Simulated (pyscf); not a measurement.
H₃Si–PH–SiH₃ → H₃Si–PH–SiH₃ (concerted two-bond exchange; singlet surface; H–Si, H–Si broken, H–Si, H–Si formed). PySCF, gas phase, ωB97X-D3(BJ)/def2-SVP geometries. Correlated levels are frozen-core, on RHF or UHF. ΔMP2 is the change of the MP2 total energy from the triple- to the quadruple-zeta basis. Energies in eV from the reactant's lowest minimum found.

```json
[
 {"level": "ωB97X-D3(BJ)/def2-TZVP", "barrier": "2.71", "reaction energy": "0.00"},
 {"level": "r²SCAN/def2-TZVP", "barrier": "2.61", "reaction energy": "0.00"},
 {"level": "PBE0-D3(BJ)/def2-TZVP", "barrier": "2.60", "reaction energy": "0.00"},
 {"level": "HF/def2-TZVP", "barrier": "___", "reaction energy": "0.00"},
 {"level": "MP2/def2-QZVPP", "barrier": "2.78", "reaction energy": "0.00"},
 {"level": "CCSD(T)/def2-TZVPP", "barrier": "2.86", "reaction energy": "0.00"},
 {"level": "CCSD(T)/def2-TZVPP + ΔMP2(QZVPP)", "barrier": "___", "reaction energy": "0.00"}
]
```

**Question.** What belongs in the gaps?

**Answer.** 
- HF/def2-TZVP, barrier: 3.48
- CCSD(T)/def2-TZVPP + ΔMP2(QZVPP), barrier: 2.82

Of the functionals in the table, ωB97X-D3(BJ) is closest to CCSD(T)/def2-TZVPP + ΔMP2(QZVPP) in the barrier (0.11 eV apart) and PBE0-D3(BJ) least close (0.22 eV); that level has limits of its own. At the saddle there is also a short Si–Si contact that neither side keeps. The same reactants have a lower exit, to SiH₄ + H₂Si=PH (barrier +2.33 eV at ωB97M-D3(BJ)/def2-TZVP, against +2.79 eV here). This is the saddle that the search found; another between the same sides may lie lower. The CCSD(T) − MP2 part came from Ansatz, without density fitting, on the same reference.
